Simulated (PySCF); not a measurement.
Molecule: `CC(C)C#N`, C$_{4}$H$_{7}$N.

Cartesian coordinates in Å; atom numbers follow the order of the lines, from 1:
```xyz
12

C     1.233   -0.595   -0.002
C     0.036    0.299   -0.326
C    -1.300   -0.371   -0.001
C     0.152    1.584    0.369
N     0.246    2.591    0.933
H     1.252   -0.849    1.069
H     1.166   -1.532   -0.575
H     2.183   -0.103   -0.254
H     0.056    0.536   -1.405
H    -2.150    0.272   -0.270
H    -1.389   -1.314   -0.560
H    -1.370   -0.600    1.073
```

Geometry PBE0-D3(BJ)/def2-SVP throughout; GIAO in PySCF 2.14, gas phase, one conformer, non-relativistic; equivalent atoms averaged; basis pcSseg-2.

Q: How do the shifts δ (against TMS, NH3 at the same level) depend on the functional? (ppm; last column core-seconds on shared hosts with different chips, so compare them loosely; the GGAs took longer than the global hybrids here, which isn't the general rule, and the cause wasn't traced)

A: 
```
functional                    kind     C4  C1/C3    C2     N5    H9  H6/H7/H8/H10/H11/H12  core-s
        HF            Hartree–Fock  134.3   21.8  19.0  300.6  2.18                  1.27      26
       LDA                     LDA  133.5   22.1  24.1  306.1  2.73                  1.18      52
       PBE                     GGA  128.2   22.9  25.0  291.9  2.64                  1.19      64
      BLYP                     GGA  126.9   23.7  25.9  290.5  2.62                  1.23      64
      BP86                     GGA  127.4   22.9  25.0  289.4  2.64                  1.20      64
      OPBE                     GGA  124.9   22.0  24.6  281.7  2.63                  1.17      64
       KT2                     GGA  119.7   22.9  25.1  274.0  2.73                  1.22      64
       KT3                     GGA  118.7   23.0  25.6  270.3  2.67                  1.22      63
     B97-D                     GGA  124.2   23.1  25.3  279.3  2.62                  1.24      63
     B3LYP           global hybrid  129.9   23.2  24.3  294.7  2.52                  1.24      46
      PBE0           global hybrid  131.4   22.3  23.2  296.0  2.51                  1.20      46
  mPW1PW91           global hybrid  131.2   22.3  23.4  295.9  2.50                  1.20      45
      WP04           global hybrid  126.3   23.1  26.9  284.1  2.46                  1.23      29
     B97-2           global hybrid  128.5   22.5  23.7  287.6  2.51                  1.21      28
 BHandHLYP           global hybrid  132.9   22.6  22.3  299.0  2.39                  1.25      27
 CAM-B3LYP  range-separated hybrid  133.2   22.7  23.0  298.0  2.44                  1.24      32
   wB97X-D  range-separated hybrid  132.5   22.5  23.2  295.2  2.42                  1.21      38
   LC-wPBE  range-separated hybrid  137.1   21.5  21.4  297.5  2.33                  1.20      47
```

Q: Which nucleus moves most, in ppm?

A: N5 (nitrile nitrogen): from 270.3 ppm with KT3 to 306.1 ppm with LDA. The smallest spread is 0.10 ppm, at H6/H7/H8/H10/H11/H12. Proton shifts span only some 12 ppm, so a few tenths of a ppm matter as much there as several ppm in carbon.
